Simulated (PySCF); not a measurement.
**`Nc1ccco1`, C4H5NO**

Molfile (atoms numbered from 1):
```
C4H5NO
     RDKit          3D

 11 11  0  0  0  0  0  0  0  0999 V2000
    2.0256    0.0532   -0.1654 N   0  0  0  0  0  0  0  0  0  0  0  0
    0.6484   -0.0087   -0.0596 C   0  0  0  0  0  0  0  0  0  0  0  0
   -0.3012    0.9725   -0.0310 C   0  0  0  0  0  0  0  0  0  0  0  0
   -1.5496    0.2968   -0.0101 C   0  0  0  0  0  0  0  0  0  0  0  0
   -1.2694   -1.0290   -0.0277 C   0  0  0  0  0  0  0  0  0  0  0  0
    0.0749   -1.2273   -0.0530 O   0  0  0  0  0  0  0  0  0  0  0  0
    2.4346    0.8741    0.2534 H   0  0  0  0  0  0  0  0  0  0  0  0
    2.4840   -0.8041    0.1072 H   0  0  0  0  0  0  0  0  0  0  0  0
   -0.1342    2.0293   -0.0278 H   0  0  0  0  0  0  0  0  0  0  0  0
   -2.5199    0.7489    0.0157 H   0  0  0  0  0  0  0  0  0  0  0  0
   -1.8878   -1.9031   -0.0277 H   0  0  0  0  0  0  0  0  0  0  0  0
  1  2  1  0
  2  3  2  0
  3  4  1  0
  4  5  2  0
  5  6  1  0
  6  2  1  0
  1  7  1  0
  1  8  1  0
  3  9  1  0
  4 10  1  0
  5 11  1  0
M  END
```

Computed, not measured: quadratic response wB97X-D/aug-cc-pVDZ first hyperpolarisability, Taylor convention, gas phase (PySCF). Geometry: GFN2-xTB.

Problem. Give β for the processes computed.

Solution. In au, Taylor convention; the vector part is βᵢ = ⅓ Σⱼ (βᵢⱼⱼ + βⱼᵢⱼ + βⱼⱼᵢ); β∥ is 3/5 of the vector part along the dipole, the dipole points from − to +:
| process | λ (nm) | β vector norm | β∥ | β HRS | depolarisation ratio |
| --- | --- | --- | --- | --- | --- |
| static β(0;0,0) | ∞ | 284.2 | 118.8 | 108.0 | 7.14 |
| second harmonic β(−2ω;ω,ω) | 1550 | 312.7 | 131.3 | 119.2 | 6.91 |
| Pockels β(−ω;ω,0) | 1550 | 293.2 | 122.8 | – | – |
| second harmonic β(−2ω;ω,ω) | 1064 | 351.5 | 148.0 | 134.6 | 6.64 |
| Pockels β(−ω;ω,0) | 1064 | 303.9 | 127.4 | – | – |
| second harmonic β(−2ω;ω,ω) | 694.3 | 503.4 | 211.2 | 195.7 | 5.89 |
| Pockels β(−ω;ω,0) | 694.3 | 334.5 | 140.7 | – | – |

Problem. Which lowest excitations, dipole and polarisabilities go with it?

Solution. S1 4.72 eV (f = 0.005); S2 5.38 eV (f = 0.008); S3 5.56 eV (f = 0.014); dipole 1.53 D; isotropic α 59.0 au static, 59.3 au at 1550 nm, 59.7 au at 1064 nm, 60.3 au at 775 nm, 60.7 au at 694.3 nm, 62.0 au at 532 nm, 67.8 au at 347.1 nm.
